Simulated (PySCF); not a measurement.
# [PO2]+ (SMILES O=[P+]=O): PBE0/STO-6G

Aim: the vertical ionisation energy of [PO2]+ at PBE0/STO-6G, from 2 runs. Input form: a Python script.

Program for the calculation: PySCF 2.14.0.

10 further runs of the same task are left out: 1 that didn't finish, 9 set aside as unsound or not needed.

### Step 1. The structure to begin with

The species is [PO2]+ (3 atoms), meant as a singlet with charge +1. As SMILES, `O=[P+]=O`. Geometry: relaxed at GFN2-xTB.

Bond lengths: O1–P2 1.407 Å, P2–O3 1.408 Å. Angles: O1–P2–O3 179.9°.

### Step 2. A single-point energy at PBE0/STO-6G

File mol.xyz:

```xyz
3
O2P
O      0.792290     1.025900     0.548180
P      0.000230    -0.000210     0.000340
O     -0.792520    -1.025690    -0.548520
```

File run.py:

```python
from pyscf import gto, dft

mol = gto.Mole()
mol.atom = 'mol.xyz'
mol.basis = 'sto-6g'
mol.verbose = 3
mol.max_memory = 1860
mol.charge = 1
mol.build()

calc0 = dft.RKS(mol, xc='pbe0')
calc0.conv_tol = 1e-10
calc0.grids.level = 5
calc0.kernel()
if not calc0.converged:
    calc0 = calc0.newton().run(calc0.mo_coeff, calc0.mo_occ)

etot = calc0.e_tot
print('Final energy', etot)
```

On the command line:

```
OMP_NUM_THREADS=1 python run.py
```

What it wrote:

```text
converged SCF energy = -489.221890497711
Final energy -489.2218904977114
```

It took 2.6 s on 1 thread of Arm Neoverse V2, shared host; peak memory 0.19 GiB.

### Step 3. Doublet [PO2]2+ at the same level

File run.py:

```python
from pyscf import gto, dft

system = gto.Mole()
system.atom = '''
O      1.497211     1.938670     1.035910
P      0.000435    -0.000397     0.000643
O     -1.497646    -1.938273    -1.036553
'''
system.verbose = 3
system.basis = 'sto-6g'
system.charge = 2
system.max_memory = 1860
system.unit = 'bohr'
system.spin = 1
system.build()

ks = dft.UKS(system, xc='pbe0')
ks.conv_tol = 1e-10
ks.grids.level = 5
ks.kernel()
if not ks.converged:
    ks = ks.newton().run(ks.mo_coeff, ks.mo_occ)

energy = ks.e_tot
print('E = %.10f Eh' % energy)
```

On the command line:

```
OMP_NUM_THREADS=1 python run.py
```

What it wrote:

```text
converged SCF energy = -488.495241326941  <S^2> = 0.8299719  2S+1 = 2.0784339
E = -488.4952413269 Eh
```

Wall time 4.2 s (1 thread of Arm Neoverse V2, shared host); peak memory 0.2 GiB.

### Step 4. Summary of results

Level: PBE0/STO-6G.

```
                                            quantity          value
                        singlet [PO2]+: total energy  -489.22189 Eh
                         singlet [PO2]+: HOMO energy      -16.08 eV
                         singlet [PO2]+: LUMO energy       -9.14 eV
                       singlet [PO2]+: HOMO–LUMO gap        6.94 eV
                       doublet [PO2]2+: total energy  -488.49524 Eh
 doublet [PO2]2+: HOMO energy (highest over α and β)      -27.07 eV
  doublet [PO2]2+: LUMO energy (lowest over α and β)      -23.38 eV
                               doublet [PO2]2+: ⟨S²⟩          0.830
vertical ionisation energy (to the doublet dication)      19.773 eV
```

What this shows: Removing an electron at fixed nuclei costs 19.77 eV (456 kcal/mol). The negative HOMO energy of the first species, 16.08 eV, lies 3.70 eV below that difference. In a minimal basis such a difference can be off by several eV, whatever the method. Mulliken charges (doublet [PO2]2+) run from +0.12 on O1 to +1.76 on P2; they depend strongly on the basis.
